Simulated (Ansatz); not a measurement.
A nudged elastic band was laid between two geometries of AlFH4Si (7 atoms, charge 0, multiplicity 1).

All numbers below come from RKS PBE0/def2-SVP (Ansatz).

| Item | Value |
| --- | --- |
| movable images | 9 |
| climbing image | yes |
| spring | 5.0 eV/Å² |
| optimiser | quadratic models (default) |
| start path | through a guess of the saddle point |
| force threshold | 0.05 eV/Å |
| iteration limit | 49 |
| end points | relaxed |

First end point:

```xyz
7
Properties=species:S:1:pos:R:3
F -1.356 -2.213 0.330
Al -0.121 -1.164 0.739
Si 0.135 0.891 -0.565
H 0.778 -1.622 1.961
H -0.881 1.007 -1.657
H 0.007 2.088 0.328
H 1.500 0.944 -1.182
```

Last end point:

```xyz
7
Properties=species:S:1:pos:R:3
F 0.415 -2.587 0.135
Al -0.182 -1.151 0.746
Si 0.141 0.890 -0.566
H -0.914 -1.264 2.147
H -1.185 1.504 -0.900
H 0.907 1.901 0.234
H 0.880 0.640 -1.842
```

Task: What changes between the two ends?

Result: No bond is made or broken. The dihedral F1–Al2–Si3–H7 goes from -121 to 0°. The two ends are copies of one structure, up to a mirror image or an exchange of like atoms.

Task: What energy profile does the band end with?

Result: The forces met the threshold. The highest image is number 0 of 0 to 10, 0.0 kcal/mol above the ends, which have the same energy within 2 meV. The highest image is an end point: on this band no image between the ends rises above it.

```tsv
image	path coordinate (Å)	energy (kcal/mol)	dihedral F1–Al2–Si3–H7 (°)
0	0.00	0.0	-121
1	0.32	0.0	-109
2	0.63	0.0	-97
3	0.95	0.0	-85
4	1.27	0.0	-73
5	1.59	0.0	-61
6	1.91	0.0	-49
7	2.23	0.0	-36
8	2.54	0.0	-24
9	2.86	0.0	-12
10	3.18	0.0	0
```

The run took 3.7 min on 1 thread of Intel(R) Xeon(R) Processor @ 2.50GHz (Skylake/Cascade Lake), with other jobs on the host, peak memory 0.14 GiB.
